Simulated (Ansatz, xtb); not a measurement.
**How methods differ on C5H10 (trans-2-pentene)**

The species is C5H10 (15 atoms), meant as a singlet with charge 0. As SMILES, `C/C=C/CC`. The coordinates come from a PBE0-D4/def2-TZVP relaxation. This is one conformer, not always the lowest.

| atom | x (Å) | y (Å) | z (Å) |
| --- | --- | --- | --- |
| C | -0.8619 | -2.1265 | 1.1447 |
| C | 0.0710 | -1.2000 | 0.4435 |
| C | -0.2948 | -0.1537 | -0.2866 |
| C | 0.6378 | 0.7823 | -0.9803 |
| C | 0.4977 | 2.2192 | -0.4903 |
| H | -1.9028 | -1.8347 | 0.9911 |
| H | -0.6682 | -2.1438 | 2.2221 |
| H | -0.7407 | -3.1549 | 0.7891 |
| H | 1.1349 | -1.4135 | 0.5459 |
| H | -1.3585 | 0.0660 | -0.3879 |
| H | 0.4419 | 0.7557 | -2.0595 |
| H | 1.6677 | 0.4382 | -0.8431 |
| H | -0.5247 | 2.5824 | -0.6258 |
| H | 1.1646 | 2.8907 | -1.0362 |
| H | 0.7360 | 2.2925 | 0.5733 |

Each level gives the atomisation enthalpy at 298 K (kJ/mol). The values are calculated. The thermal term (zero-point and 298 K enthalpy, harmonic and unscaled) is that of GFN1-xTB; the spin-orbit lowering of the free atoms at 298 K, 0.1 kJ/mol by their spectra, is taken off.

**The experiment to reproduce.** CRC Handbook of Chemistry and Physics gives the atomisation enthalpy at 298 K of the gas as 5796 kJ/mol.

```
            level                    kind  program  value (kJ/mol)  computed − measured
         GFN1-xTB          semi-empirical      xtb            8215                +2419
    SVWN5/cc-pVDZ                     LDA   Ansatz            6516                 +720
      PBE/cc-pVDZ                     GGA   Ansatz            5821                  +25
   r2SCAN/cc-pVDZ                meta-GGA   Ansatz            5732                  -64
    B3LYP/cc-pVDZ           global hybrid   Ansatz            5684                 -112
    BHLYP/cc-pVDZ           global hybrid   Ansatz            5565                 -231
CAM-B3LYP/cc-pVDZ  range-separated hybrid   Ansatz            5723                  -73
   B2PLYP/cc-pVDZ           double hybrid   Ansatz            5604                 -192
      MP2/cc-pVDZ     perturbation theory   Ansatz            5443                 -353
  CCSD(T)/cc-pVDZ   coupled cluster or CI   Ansatz            5393                 -403
```

Nearest: PBE/cc-pVDZ (+25 kJ/mol); farthest: GFN1-xTB (+2419 kJ/mol). Computed less measured by kind, in kJ/mol (of the ab initio rows, those in cc-pVDZ): semi-empirical +2419; LDA +720; GGA +25; meta-GGA -64; global hybrid -231 to -112; range-separated hybrid -73; double hybrid -192; perturbation theory -353; coupled cluster or CI -403. Wave-function methods converge slowly with the basis and bind too weakly in sets of this size; that is part of their error here. GFN1-xTB: no spin polarisation, so open shells miss the exchange term that lowers them.
